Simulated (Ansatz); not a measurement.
AlNH2Cl (SMILES [NH2][Al][Cl]): from total energies to a heat of formation

AlNH2Cl has 5 atoms, charge 0, and is taken as a doublet. As SMILES, `[NH2][Al][Cl]`. The coordinates come from a PBE0-D4/def2-TZVP relaxation. This is one conformer, not always the lowest.

```xyz
5

N    -0.5494    0.4617   -0.2320
Al    0.4026   -0.2916    1.0491
Cl    1.9070   -1.6497    0.4408
H    -1.2936    1.1233   -0.0835
H    -0.4166    0.2827   -1.2159
```

Total energies at UHF/aug-cc-pVDZ (Ansatz 0.2.0); the atoms run unrestricted:

| species | state | energy (Eh) |
| --- | --- | --- |
| AlNH2Cl | doublet | -757.130995 |
| N | quartet | -54.393183 |
| Al | doublet | -241.874158 |
| Cl | doublet | -459.472781 |
| H | doublet | -0.499334 |

Harmonic wavenumbers at UPBE0-D4/def2-TZVP, in cm⁻¹: 173, 332, 374, 483, 655, 821, 1549, 3593, 3695.

Measured heats of formation of the gaseous atoms at 298.15 K, in kJ/mol: N 472.4, Al 329.7, Cl 121.3, H 218.0. Spin-orbit lowering of the atoms at 298 K (mean of the ground term's levels less their thermal mean, from spectra), in kJ/mol: Al 0.17, Cl 3.44. Take 1 Eh = 2625.50 kJ/mol, 1 cm⁻¹ = 0.0119627 kJ/mol, RT = 2.479 kJ/mol.

Problem. Work out the heat of formation of the gas at 298 K.

Solution. 
1. Electronic atomisation energy: (-54.393183) + (-241.874158) + (-459.472781) + 2 × (-0.499334) − (-757.130995) = 0.392205 Eh = 1029.7 kJ/mol.
2. Zero-point energy: half the sum of the wavenumbers, 5837.5 cm⁻¹ = 69.8 kJ/mol.
3. Thermal vibrational enthalpy, Σ hcν̃/(exp(hcν̃/kT) − 1): 4.6 kJ/mol. Translation, rotation and pV of a non-linear molecule: 4 RT = 9.9 kJ/mol.
4. The 5 free atoms carry 5/2 RT each: 31.0 kJ/mol.
5. Spin-orbit coupling lowers the free atoms by 0.17 + 3.44 = 3.6 kJ/mol.
6. Atomisation enthalpy at 298 K: 1029.7 − 3.6 − 69.8 − 4.6 − 9.9 + 31.0 = 972.8 kJ/mol.
7. Sum of the atoms' heats of formation: 1359.4 kJ/mol. Heat of formation: 1359.4 − 972.8 = +386.6 kJ/mol.

No measured value is set beside it here. Hartree–Fock leaves out correlation, which is larger in the molecule than in the atoms, so it underbinds and puts the heat of formation too high. Anharmonicity and any spin-orbit splitting of the molecule are left out.
